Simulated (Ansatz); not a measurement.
# PNHF (singlet): geometry optimisation

Aim: relax a generated start of PNHF (singlet) and see which bonds hold.

Computed with Ansatz 0.2.0, Gaussian basis. Level: RKS PBE0/def2-TZVP.

## 1. Where the work starts

4 atoms, charge 0, spin multiplicity 1.

Atoms are counted from 1 here; the program's logs count them from 0.

Bond lengths: F1–P2 1.691 Å, P2–N3 1.470 Å, P2–H4 1.393 Å. Angles: F1–P2–N3 119.4°, F1–P2–H4 86.1°, N3–P2–H4 154.6°.

The start was built by rule and, where that kept it together, relaxed with GFN2-xTB. Sticks and bond lists go by distance. 

## 2. The run

The input, in.yaml:

```yaml
crystal:
  periodic: [false, false, false]
  atoms:
    - {symbol: F, position_ang: [-1.347363, -0.271043, -0.009296]}
    - {symbol: P, position_ang: [0.220126, 0.363725, 0.006421]}
    - {symbol: N, position_ang: [1.368864, -0.552980, -0.003267]}
    - {symbol: H, position_ang: [-0.390550, 1.616040, 0.023310]}
basis:
  gaussian: {orbitals: def2-TZVP}
hamiltonian: {xc: pbe0}
relax: {f_tol: 0.004, max_steps: 80}
```

Run with:

```sh
$ ansatz run in.yaml --threads 1 --pin off --events-out ev --progress --plain --max-ram 2176MiB
```

What does the calculation give? Wanted: energy gained; shift from the start; total energy; dipole moment.

**Answer**, as computed:

| quantity | value |
| --- | --- |
| steps | 9 |
| energy gained | 0.480 eV |
| shift from the start (rms) | 0.136 Å |
| total energy | -13504.4755 eV |
| dipole moment | 3.66 D |

What this shows: The bonds of the start are those of the end. F1–P2 went from 1.691 to 1.567 Å. No vibrations were run, so this is a stationary point, not a proven minimum, and this spin need not be the ground state's.
